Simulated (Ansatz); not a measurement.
Lattice parameter c (Å) along a series of related solids, from BLYP in Ansatz (plane waves, PAW); revPBE (plane waves, PAW; Ansatz, a program for electronic structure); PBE-D3(BJ) (plane waves, PAW; Ansatz).

| solid | BLYP | revPBE | PBE-D3(BJ) | measured |
|---|---|---|---|---|
| hcp Y | 5.723 | 5.735 | 5.605 | 5.732‡ |
| hcp Zr | 5.228 | 5.195 | 5.112 | 5.148‡ |
| hcp Tc | 4.455 | 4.417 | 4.369 | 4.399‡ |
| hcp Ru | 4.351 | 4.306 | 4.261 | 4.282‡ |
| hcp Cd | 6.682 | 5.911 | 5.560 | 5.617‡ |

PBE-D3(BJ) less measured, from the printed values: hcp Y‡ -2.22 %, hcp Zr‡ -0.70 %, hcp Tc‡ -0.68 %, hcp Ru‡ -0.49 %, hcp Cd‡ -1.01 %.

A member of the series is missing where a level wasn't run or failed, where a doubt is noted on the run or the magnetic state, for phases of high temperature or layered ones, and where values are held back for tests.

Ansatz's runs of these crystals have no spin polarisation.

Caveats: the cell is over a tenth larger than the published one: the level's own overestimate first of all, though another phase or state, or a fault of the published cell, is possible (BLYP: hcp Cd; revPBE: hcp Cd). Ansatz's density-functional and Hartree–Fock values are scalar-relativistic unless marked +SOC, with PAW data made under PBE.

Measured values are for low temperature or corrected to a static lattice; ‡ marks uncorrected values at room or unstated temperature. References as tabulated in Wikipedia's data pages.
